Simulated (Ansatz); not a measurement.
# CH3OS: the cost of one run

The runs use Ansatz 0.2.0; UKS BHLYP-D4/def2-SVP.

### 1 Reference run: CH₃OS radical, relaxed

File input.yaml:

```yaml
crystal:
  periodic: [false, false, false]
  atoms:
    - { symbol: H, position_ang: [-0.357744, -0.175703, 0.300336] }
    - { symbol: C, position_ang: [-0.361104, 0.534818, -0.894249] }
    - { symbol: O, position_ang: [0.153121, 0.134484, -1.890908] }
    - { symbol: S, position_ang: [0.270491, -0.590586, 1.928321] }
    - { symbol: H, position_ang: [-0.833647, 1.553688, -0.761378] }
    - { symbol: H, position_ang: [1.128784, -1.456701, 1.317878] }
magnetization:
  spin_polarized: true
  initial_magnetization: 1
basis:
  gaussian: { orbitals: def2-SVP }
hamiltonian:
  xc: { name: BHLYP }
  dispersion: d4
output:
  forces: true
relax:
  f_tol: 0.02
  max_steps: 120
  constraints: [{ distance: [0, 3] }, { distance: [0, 1] }]
  escape_saddle: false
```

Command:

```
> ansatz run input.yaml --threads 1 --pin off --max-ram 2560MiB --backend cpu --events-out ev --progress --plain --runs-dir out
```

**Question.** How long does this run take on 1 thread of Arm Neoverse V2, shared host, and how much memory does it need?

About 31 s, with a peak of 0.14 GiB.
